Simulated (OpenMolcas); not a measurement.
# Multireference states of NaLi⁺

Aim: the low electronic states of NaLi⁺, first without spin–orbit coupling and then as Ω levels, at one distance and along the bond.

Computed with OpenMolcas 26.06. Level: SA-CASSCF(1,8), XMS-CASPT2, RASSI; ANO-RCC-VTZP.

All values are calculated.

## (1) Input

C2 symmetry about the axis (a holds Σ, Δ, Γ; b holds Π, Φ, H; Σ⁺ and Σ⁻ are not told apart); roots by multiplicity and irrep: 2a 3, 2b 2.

Active shells: Na 3s 3p, Li 2s 2p.

Contents of m.inp:

```
&GATEWAY
Coord
2
angstrom
Na 0.0 0.0 0.0
Li 0.0 0.0 3.3730
Basis=ANO-RCC-VTZP
Group=XY
RX2C
AMFI
ANGMom
0.0 0.0 0.0
RICD
&SEWARD
&GUESSORB
&RASSCF
FileOrb=$CurrDir/o21.orb
Symmetry=1
Spin=2
nActEl=1 0 0
Inactive=4 2
RAS2=4 4
CIRoot=3 3 1
Linear
Iterations=120 100
OrbListing=Nothing
PRWF=0.15
>>COPY $Project.RasOrb $CurrDir/o21.orb
>>COPY $Project.rasscf.h5 $CurrDir/r21.h5
&CASPT2
XMultistate=all
Imaginary=0.2
IPEA=0.25
MaxIter=40
>>COPY $Project.JobMix JOB001
&RASSCF
FileOrb=$CurrDir/o22.orb
Symmetry=2
Spin=2
nActEl=1 0 0
Inactive=4 2
RAS2=4 4
CIRoot=2 2 1
Linear
Iterations=120 100
OrbListing=Nothing
PRWF=0.15
>>COPY $Project.RasOrb $CurrDir/o22.orb
>>COPY $Project.rasscf.h5 $CurrDir/r22.h5
&CASPT2
XMultistate=all
Imaginary=0.2
IPEA=0.25
MaxIter=40
>>COPY $Project.JobMix JOB002
&RASSI
Nr of JobIphs=2 3 2
1 2 3
1 2
SpinOrbit
EJob
Omega
MEES
MESO
Properties=4
'AngMom' 3 'Mltpl  1' 1 'Mltpl  1' 2 'Mltpl  1' 3
Thrs=1.0d-4
>>COPY $Project.rassi.h5 $CurrDir/so.h5
```

Each module block was a call of its own in one work directory; start orbitals came from a preliminary run.

On the command line:

```sh
$ pymolcas m.inp
```

## (2) The spin-free blocks

Output, in excerpt (excerpt; [...] marks lines left out):

```text
[...]
      Number of active orbitals                  8
[...]
      Spin quantum number                      0.5
[...]
      Active orbitals                            4   4
[...]
      printout of CI-coefficients larger than  0.15 for root  1
      energy=    -169.351318
      conf/sym  1111 2222     Coeff  Weight
             2  0u00 0000   0.29921 0.08953
             3  00u0 0000   0.70700 0.49984
             4  000u 0000  -0.64080 0.41063
      printout of CI-coefficients larger than  0.15 for root  2
      energy=    -169.255612
      conf/sym  1111 2222     Coeff  Weight
[...]
      Natural orbitals and occupation numbers for root  1
      sym 1:   0.000000  -0.000000   1.000000  -0.000000
      sym 2:   0.000000   0.000000   0.000000   0.000000
      Natural orbitals and occupation numbers for root  2
      sym 1:   0.000000   0.000000   0.000000   1.000000
      sym 2:   0.000000   0.000000   0.000000   0.000000
      Natural orbitals and occupation numbers for root  3
      sym 1:   0.000000   1.000000   0.000000  -0.000000
      sym 2:   0.000000   0.000000   0.000000   0.000000
      RASSCF energy for state  3                   -169.21339834
::    RASSCF root number  1 Total energy:   -169.35131822
::    RASSCF root number  2 Total energy:   -169.25561246
[...]
      Number of CSFs                             4
[...]
::    XMS-CASPT2 Root  3     Total energy:   -169.36445974
[...]
      Natural orbitals and occupation numbers for root  1
      sym 1:   0.000000   0.000000   0.000000   0.000000
      sym 2:   0.000000   1.000000   0.000000   0.000000
      Natural orbitals and occupation numbers for root  2
      sym 1:   0.000000   0.000000   0.000000   0.000000
      sym 2:   1.000000   0.000000   0.000000   0.000000
      RASSCF energy for state  2                   -169.24671687
::    RASSCF root number  1 Total energy:   -169.24671687
::    RASSCF root number  2 Total energy:   -169.24671687
[...]
      E2 (Variational):          -0.1498349783
      Total energy:            -169.3965518492
      Reference weight:           0.98406
[...]
::    XMS-CASPT2 Root  1     Total energy:   -169.39655185
[...]
```

Spin-free states (degenerate pairs once); dipoles are positive if Li is the positive end, about the centre of mass.

```tsv
state	CASSCF root of the same rank (eV)	XMS-CASPT2 (eV)	μ of the rotated CASSCF state (D)
(1)2Σ	0.00	0.000	3.68
(2)2Σ	2.60	2.601	1.92
(1)2Π	2.85	2.898	1.06
(3)2Σ	3.75	3.771	4.75
```

State-averaged natural occupations by block (full and empty orbitals left out): 2a: 0.33 0.33 0.33; 2b: 0.50 0.50. Reference weights stay at 0.984.

## (3) Spin–orbit coupling by RASSI

RASSI output, in excerpt (excerpt; [...] marks lines left out):

```text
[...]
   Eigenvalues of complex Hamiltonian:
  (Shifted by EMIN (a.u.) =       -169.5030555103)
 SO State       Relative EMIN(au)   Rel lowest level(eV)    D:o, cm**(-1)      Omega
     1            -0.0000000009        0.0000000000              0.0000         0.5
     2            -0.0000000009        0.0000000000              0.0000         0.5
     3             0.0955912959        2.6011716964          20979.8646         0.5
     4             0.0955912959        2.6011716964          20979.8646         0.5
     5             0.1064963716        2.8979139254          23373.2521         0.5
     6             0.1064963716        2.8979139254          23373.2521         0.5
     7             0.1065112480        2.8983187316          23376.5171         1.5
     8             0.1065112480        2.8983187316          23376.5171         1.5
     9             0.1385957765        3.7713832306          30418.2572         0.5
    10             0.1385957765        3.7713832306          30418.2572         0.5
 Weights of the five most important spin-orbit-free states for each spin-orbit state.
 SO State  Total energy (au)           Spin-free states, spin, and weights
    1        -0.000000       1 0.5  1.0000    5 0.5  0.0000    4 0.5  0.0000    3 0.5  0.0000    2 0.5  0.0000
    2        -0.000000       1 0.5  1.0000    5 0.5  0.0000    4 0.5  0.0000    3 0.5  0.0000    2 0.5  0.0000
[...]
```

Run time: 7.6 s. Hardware: 1 thread, shared host.

Levels:

```json
{"Ω": "1/2", "energy (cm⁻¹)": "0", "parentage": "100% (1)2Σ", "f from lowest": "0"}
{"Ω": "1/2", "energy (cm⁻¹)": "20980", "parentage": "100% (2)2Σ", "f from lowest": "0.26"}
{"Ω": "1/2", "energy (cm⁻¹)": "23373", "parentage": "100% (1)2Π", "f from lowest": "0.27"}
{"Ω": "3/2", "energy (cm⁻¹)": "23377", "parentage": "100% (1)2Π", "f from lowest": "0.27"}
{"Ω": "1/2", "energy (cm⁻¹)": "30418", "parentage": "100% (3)2Σ", "f from lowest": "0.015"}
```

## (4) Along the bond: spin-free states

The same input was run at the other distances; those logs are left out. Energies in eV from the lowest point of the curves kept. Curves are followed by energy order within each symmetry, so they can change character at crossings; Σ⁺ and Σ⁻ are counted together.

```tsv
R (Å)	(1)2Σ	(2)2Σ	(3)2Σ	(1)2Π
2.901	0.109	3.130	4.279	3.075
3.069	0.041	2.924	4.072	2.996
3.221	0.009	2.756	3.912	2.941
3.373	0.000	2.601	3.771	2.898
3.542	0.009	2.444	3.635	2.862
3.710	0.033	2.302	3.515	2.835
4.250	0.171	1.928	3.213	2.795
4.722	0.320	1.688	3.024	2.793
5.397	0.527	1.456	2.840	2.809
6.409	0.761	1.282	2.701	2.835
7.758	0.908	1.228	2.685	2.844
10.119	0.962	1.247	2.767	2.839
```

## (5) Along the bond: spin–orbit levels

Energies in eV from the lowest point of the curves kept. Curves are followed by energy order within each symmetry, so they can change character at crossings; levels whose Ω could not be read are left out of the count.

```tsv
R (Å)	(1)Ω=1/2	(2)Ω=1/2	(3)Ω=1/2	(1)Ω=3/2	(4)Ω=1/2
2.901	0.109	3.074	3.130	3.075	4.279
3.069	0.041	2.924	2.996	2.996	4.072
3.221	0.009	2.756	2.941	2.941	3.912
3.373	0.000	2.601	2.898	2.898	3.771
3.542	0.009	2.444	2.862	2.862	3.635
3.710	0.033	2.302	2.835	2.835	3.515
4.250	0.171	1.928	2.795	2.795	3.213
4.722	0.320	1.688	2.793	2.793	3.024
5.397	0.527	1.456	2.809	2.809	2.840
6.409	0.761	1.282	2.701	2.835	2.835
7.758	0.908	1.228	2.685	2.844	2.844
10.119	0.962	1.247	2.767	2.839	2.839
```

All 13 distances took 1.7 min on 1 thread, shared host; 1 of them failed the checks on weights, roots and symmetry and are left out.

## (6) What came out

| quantity | value |
| --- | --- |
| lowest spin-free state | (1)2Σ |
| next spin-free state | (2)2Σ, 2.601 eV |
| lowest level | Ω = 1/2, 100 % (1)2Σ |
| next level | Ω = 1/2, 20980 cm⁻¹ |
| lowering by spin–orbit coupling | 0 cm⁻¹ |

**Reading.** At 3.373 Å the lowest computed level has Ω = 1/2 and is 100 % (1)2Σ. Only the spin multiplicities and numbers of roots in the input were computed, so the list of states is not complete and the lowest one found need not be the ground state; labels number the states computed.
